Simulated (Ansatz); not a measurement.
```yaml
crystal:
  periodic: [false, false, false]
  atoms:
    - {symbol: C, position_ang: [0.472585, 0.460196, -1.145205]}
    - {symbol: Cl, position_ang: [1.318522, 1.316799, 0.016505]}
    - {symbol: Cl, position_ang: [-1.487557, -1.480805, 0.451464]}
    - {symbol: H, position_ang: [-0.505480, 0.806042, -1.413703]}
    - {symbol: H, position_ang: [0.819702, -0.521045, -1.400131]}
basis:
  gaussian: {orbitals: def2-TZVP}
magnetization: {spin_polarized: true, initial_magnetization: 2}
hamiltonian: {xc: pbe0}
relax: {f_tol: 0.004, max_steps: 80}
```

```sh
$ ansatz run in.yaml --threads 1 --pin off --events-out ev --progress --plain --max-ram 2176MiB
```

Steps of the relaxation (energy above the last step; positions in Å, forces in eV/Å):

```
5
step 1, 161.0 meV
C     0.473    0.460   -1.145   -0.020   -0.023   -0.229
Cl    1.319    1.317    0.017    0.175    0.177    0.276
Cl   -1.488   -1.481    0.451   -0.094   -0.093    0.109
H    -0.505    0.806   -1.414   -0.227    0.166   -0.081
H     0.820   -0.521   -1.400    0.166   -0.228   -0.076
```

```
5
step 2, 143.6 meV
C     0.487    0.474   -1.175   -0.069   -0.070   -0.164
Cl    1.295    1.294    0.050    0.083    0.085    0.163
Cl   -1.500   -1.493    0.501   -0.061   -0.060    0.086
H    -0.498    0.820   -1.440   -0.045    0.091   -0.043
H     0.834   -0.514   -1.427    0.091   -0.045   -0.042
```

```
5
step 3, 119.1 meV
C     0.509    0.495   -1.233    0.074    0.077    0.256
Cl    1.197    1.197    0.169   -0.286   -0.291   -0.485
Cl   -1.531   -1.522    0.691    0.006    0.007    0.033
H    -0.450    0.879   -1.566    0.201    0.005    0.099
H     0.894   -0.467   -1.552    0.005    0.202    0.097
```

```
5
step 5, 89.6 meV
C     0.513    0.499   -1.259   -0.059   -0.061   -0.115
Cl    1.065    1.066    0.231   -0.039   -0.038    0.041
Cl   -1.545   -1.534    0.865    0.038    0.038    0.004
H    -0.379    0.947   -1.671    0.049    0.011    0.035
H     0.964   -0.398   -1.657    0.011    0.050    0.034
```

```
5
step 15, 0.0 meV
C     0.464    0.450   -1.253    0.000    0.000    0.000
Cl    0.763    0.766    0.392    0.000    0.000    0.001
Cl   -1.217   -1.207    0.769    0.000    0.000    0.000
H    -0.371    0.962   -1.706    0.000   -0.001    0.000
H     0.978   -0.389   -1.692   -0.001    0.000    0.000
```

Close pairs at the end: C1–H4 1.078 Å, C1–H5 1.078 Å, C1–Cl2 1.702 Å, Cl2–Cl3 2.821 Å.

A stationary point of unrestricted PBE0 after 15 steps, with ⟨S²⟩ = 2.010 against 2.00 for a pure state; no frequencies were run, so it isn't proven a minimum. 1.9 min on 1 thread of Intel Xeon Platinum 8375C, shared host.
